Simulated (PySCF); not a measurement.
Delta-SCF ions had no search for a lower state. Excitations are Tamm–Dancoff values on a coarser integration grid. The basis has no diffuse functions, so Rydberg states are missing or too high.

## cyclo[20]carbon `C1#CC#CC#CC#CC#CC#CC#CC#CC#CC#C1` (charge 0, multiplicity 1)

All values below come from PBE0-D3(BJ)/def2-SVP // CAM-B3LYP-D3(BJ)/def2-SVP (PySCF).

```
Quantity                                                         Value
--------------------------------------  ------------------------------
HOMO                                                          -6.50 eV
dipole moment                                                   0.00 D
LUMO                                                          -3.86 eV
HOMO–LUMO gap                                                  2.64 eV
S1 excitation (TDA)                                            1.62 eV
S1 oscillator strength                                           0.000
T1 excitation (TDA)                                            1.30 eV
S1–T1 gap (TDA)                                                0.32 eV
vertical ionisation energy (Delta-SCF)                         7.75 eV
vertical electron affinity (Delta-SCF)                         2.61 eV
total energy                                              -760.0319 Ha
cost                                    around 30 core-minutes (rough)
```

Bonded distances (Å): C1–C2 1.225, C1–C20 1.365, C2–C3 1.365, C3–C4 1.225, C4–C5 1.365, C5–C6 1.225, C6–C7 1.365, C7–C8 1.225, C8–C9 1.365, C9–C10 1.225, C10–C11 1.365, C11–C12 1.225, C12–C13 1.365, C13–C14 1.225, C14–C15 1.365, C15–C16 1.225, C16–C17 1.365, C17–C18 1.225, C18–C19 1.365, C19–C20 1.225. Bond angles (°): C2–C1–C20 163.7, C1–C2–C3 160.3, C2–C3–C4 163.7, C3–C4–C5 160.3, C4–C5–C6 163.7, C5–C6–C7 160.3, C6–C7–C8 163.7, C7–C8–C9 160.3, C8–C9–C10 163.7, C9–C10–C11 160.3, C10–C11–C12 163.7, C11–C12–C13 160.3, C12–C13–C14 163.7, C13–C14–C15 160.3, C14–C15–C16 163.7, C15–C16–C17 160.3, C16–C17–C18 163.7, C17–C18–C19 160.3, C18–C19–C20 163.7, C1–C20–C19 160.3.
Charge 0, spin multiplicity 1.
